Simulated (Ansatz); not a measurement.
# C₂H₃NO: taking an electron away

One table from this session's results is given with a row withheld; the runs are named, their logs left out.

Method: unrestricted cation, the program's frozen cores in correlated methods; program: Ansatz 0.2.0, Gaussian basis.

The runs, in order: UKS PBE-D4/def2-TZVPP; UKS r2SCAN-D4/def2-TZVPP; UKS PBE0-D4/def2-TZVPP; UKS B3LYP-D4/def2-TZVPP; UKS wB97X-V/def2-TZVPP; UKS wB97M-V/def2-TZVPP; UKS B2PLYP/def2-TZVPP; UHF-CCSD(T)/def2-TZVPP; UHF-MP2/def2-QZVPP; extrapolation to the limit; then −ε(HOMO) from the neutral's earlier runs with LDA (SPW92), PBE-D4, revPBE-D4, BLYP-D4, r2SCAN-D4, B97M-V, PBE0-D4, B3LYP-D4, r2SCANh-D4, r2SCAN0-D4, HSE06-D4, BHLYP-D4, CAM-B3LYP-D4, LC-ωPBE, ωB97X-V, ωB97M-V.

### The geometry

An earlier PBE0-D4 in a triple-zeta def2 set relaxation fixed the geometry.

SMILES `N=C=CO`, 7 atoms, charge 0, spin multiplicity 1.

Atoms are counted from 1 here; the program's logs count them from 0.

Bond lengths: N1–C2 1.228 Å, N1–H5 1.022 Å, C2–C3 1.310 Å, C3–O4 1.372 Å, C3–H6 1.081 Å, O4–H7 0.961 Å. Angles: C2–N1–H5 114.0°, N1–C2–C3 171.7°, C2–C3–O4 126.0°, C2–C3–H6 120.1°, O4–C3–H6 113.8°, C3–O4–H7 109.4°.

Coordinates:

```xyz
7
charge 0, multiplicity 1
N     1.0296   -0.6300    1.3553
C     0.3632   -0.0311    0.5154
C    -0.4985    0.5614   -0.2734
O    -1.1103    0.0009   -1.3662
H     2.0359   -0.6167    1.1748
H    -0.7478    1.6021   -0.1189
H    -1.0108   -0.9546   -1.3326
```

The first run:

The input, in.yaml:

```yaml
crystal:
  periodic: [false, false, false]
  atoms:
    - {symbol: N, position_ang: [1.029646, -0.630046, 1.355331]}
    - {symbol: C, position_ang: [0.363193, -0.031105, 0.515381]}
    - {symbol: C, position_ang: [-0.498507, 0.561396, -0.273420]}
    - {symbol: O, position_ang: [-1.110288, 0.000868, -1.366207]}
    - {symbol: H, position_ang: [2.035899, -0.616725, 1.174752]}
    - {symbol: H, position_ang: [-0.747806, 1.602132, -0.118892]}
    - {symbol: H, position_ang: [-1.010838, -0.954621, -1.332645]}
basis:
  gaussian: {orbitals: def2-TZVPP}
total_charge: 1
magnetization: {spin_polarized: true, initial_magnetization: 1}
hamiltonian: {xc: pbe, dispersion: d4}
```

Started as:

```bash
> ansatz run in.yaml --threads 2 --pin off --events-out ev --progress --plain --max-ram 4352MiB
```

Among the steps run: Cation, UKS PBE-D4/def2-TZVPP; Cation, UKS r2SCAN-D4/def2-TZVPP; Cation, UKS PBE0-D4/def2-TZVPP; Cation, UKS B3LYP-D4/def2-TZVPP; Cation, UKS wB97X-V/def2-TZVPP; Cation, UKS wB97M-V/def2-TZVPP; Cation, UKS B2PLYP (frozen core)/def2-TZVPP; Cation, UHF-CCSD(T)/def2-TZVPP; Cation, UHF-MP2/def2-QZVPP.

One of the session's tables, all rows but one given; the rest of the session is left out.

For comparison, −ε(HOMO) of the neutral from earlier runs:

```
  functional  −ε(HOMO) (eV)
 LDA (SPW92)           5.05
      PBE-D4           4.89
   revPBE-D4           4.83
     BLYP-D4           4.79
   r2SCAN-D4           5.10
      B97M-V           5.18
     PBE0-D4           6.16
    B3LYP-D4           5.97
  r2SCANh-D4           5.58
  r2SCAN0-D4              ?
    HSE06-D4           5.76
    BHLYP-D4           7.34
CAM-B3LYP-D4           7.52
     LC-ωPBE           8.81
     ωB97X-V           8.46
     ωB97M-V           8.37
```

Estimate the missing values for r2SCAN0-D4.

Worked estimate for «−ε(HOMO) (eV)». Against the share of exact exchange, r2SCAN-D4 (0, 5.10), r2SCANh-D4 (0.1, 5.58) give a slope of 4.80 per unit share; at 0.25 the line stands at 6.30.

As computed: −ε(HOMO) (eV): 6.30. In «−ε(HOMO) (eV)» the line misses by 0.00.
